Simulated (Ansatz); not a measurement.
C₂H₆B (`[CH2]BC`) radical. Charge 0, multiplicity 2.

```xyz
9

C    -0.611    1.073   -0.895
B     0.221   -0.155   -0.516
C     0.321   -0.693    0.945
H    -1.180    1.647   -0.166
H    -0.688    1.452   -1.911
H     0.822   -0.726   -1.387
H    -0.244   -0.128    1.690
H    -0.012   -1.739    0.980
H     1.371   -0.731    1.261
```

(1) Give the diagnostics of a CCSD(T)/def2-TZVPP run (frozen core, the Gaussian-basis code of Ansatz). (An estimate is asked.)

Results:

(1) Computed: T1 = 0.0111, largest single amplitude 0.029, largest double 0.019, (T) share of the correlation energy 3.3 %, 9 CCSD cycles. ⟨S²⟩ of the UHF reference is 0.758 against 0.75 for a pure state. T1 lies under the customary mark of 0.045 for open shells.
